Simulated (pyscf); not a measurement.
Single points on ωB97X-D3(BJ)/def2-SVP structures (PySCF, gas phase).

Task: SnH₄ + ammonia (NH₃) → SnH₂ [singlet] + ammonia (NH₃) + hydrogen (H₂)
Surface: singlet. Broken: H–Sn, H–Sn, H–N. Formed: H–N, H–H. Give ΔE‡ and ΔE from ωB97M-D3(BJ)/def2-TZVP, relative to the separated reactants.

Result: ΔE‡ = 33.3 kcal/mol, ΔE = +22.8 kcal/mol. Zero-point energy shifts the barrier by +3.1 kcal/mol. It is a multi-bond step, with an imaginary mode of 232i cm⁻¹. On the product side the descent ends in a bound adduct, 9.1 kcal/mol under the separated species and 18.0 kcal/mol under the saddle at ωB97X-D3(BJ)/def2-TZVP. One saddle was located; it need not be the lowest between these sides. Elements past Kr carry the def2 core potentials, without spin-orbit coupling.
